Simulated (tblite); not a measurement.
Species: butadiynyl radical, C4H (doublet state).
SMILES with atom numbers: `[C:1]#[C:2][C:3]#[CH:4]` (hydrogens: H5 on C4)
Bond orders are those of one Lewis drawing.

Computed with GFN2-xTB (tblite), gas phase: L-BFGS steps from a force-field or distance-geometry start until the largest atomic force falls under 0.01 eV/Å.

Step 16: E = -239.4167 eV
```
atom  x, y, z in Å  |  force x, y, z in eV/Å
C1      2.4216    0.0445   -0.4438   -0.013  -0.006   0.038
C2      1.2106    0.0629   -0.3852    0.043   0.000   0.020
C3     -0.0806   -0.0017    0.0432    0.049   0.019  -0.133
C4     -1.2561   -0.0381    0.3083   -0.064  -0.008   0.010
H5     -2.2869   -0.0649    0.4987   -0.016  -0.005   0.066
```

Step 17: E = -239.4172 eV
```
atom  x, y, z in Å  |  force x, y, z in eV/Å
C1      2.4211    0.0442   -0.4423    0.060  -0.007   0.033
C2      1.2108    0.0630   -0.3851   -0.016   0.002   0.016
C3     -0.0813   -0.0010    0.0399    0.036   0.016  -0.119
C4     -1.2558   -0.0386    0.3088   -0.055  -0.006   0.005
H5     -2.2862   -0.0649    0.4999   -0.025  -0.006   0.066
```

Step 18: E = -239.4200 eV
```
atom  x, y, z in Å  |  force x, y, z in eV/Å
C1      2.4202    0.0405   -0.4247    0.268  -0.009   0.013
C2      1.2111    0.0662   -0.3930   -0.197   0.008   0.001
C3     -0.0858    0.0027    0.0149   -0.068   0.004  -0.034
C4     -1.2545   -0.0405    0.3107    0.034   0.004  -0.033
H5     -2.2824   -0.0661    0.5132   -0.038  -0.008   0.053
```

Question: Estimate the geometry and energy of step 19. (The exact step hangs on the optimiser's Hessian estimate; all steps are aligned on step 18, rigid shifts and turns removed.)

Answer: E = -239.4220 eV, largest force 0.159 eV/Å
```
atom  x, y, z in Å  |  force x, y, z in eV/Å
C1      2.4209    0.0352   -0.4008    0.159  -0.005   0.002
C2      1.2097    0.0719   -0.4078   -0.114   0.001  -0.005
C3     -0.0905    0.0046   -0.0111   -0.104   0.005   0.026
C4     -1.2534   -0.0401    0.3101    0.074   0.004  -0.051
H5     -2.2781   -0.0688    0.5308   -0.014  -0.005   0.027
```

The energy changes by -0.0019 eV. The first-order estimate −F·Δx gives -0.0029 eV and the mean of the old and new forces, exact on a quadratic surface, -0.0018 eV. The step makes an angle of 79° with the force vector and moves no atom by more than 0.026 Å.

The cost below is that of the whole relaxation. The run took under 0.1 s of wall time on an Arm Neoverse V1 with one thread, no GPU, on a shared host.
